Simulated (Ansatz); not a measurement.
Two shapes of singlet C2H6.

Shape 1:

```xyz
8

C     0.0000    0.0000   -0.7596
C     0.0000    0.0000    0.7596
H     0.0000   -1.0240   -1.1651
H    -0.8868    0.5120   -1.1651
H     0.8868    0.5120   -1.1651
H     0.0000    1.0240    1.1651
H    -0.8868   -0.5120    1.1651
H     0.8868   -0.5120    1.1651
```

Shape 2:

```xyz
8

C     0.0095   -0.0221   -0.8034
C     0.0330   -0.0221    0.7899
H    -0.0065   -0.9748   -1.1584
H    -0.8928    0.5155   -1.1156
H     0.8813    0.5612   -1.1719
H    -0.0147    1.0278    1.2128
H    -0.9313   -0.5094    1.1877
H     0.8981   -0.5601    1.1574
```

Basis set: cc-pVTZ (spherical functions). Frozen core: 2 orbitals. Charge 0, multiplicity 1.

Computed with Ansatz (development build ahead of 0.2.0); each method stands on the lowest determinant of its kind that the runs found.

Q: Which shape is lower in energy, and by how much in each method?

A:

```
 method  E(2) − E(1) (eV)
    RHF             0.287
RHF-MP2             0.278
```

Shape 1 is lower.
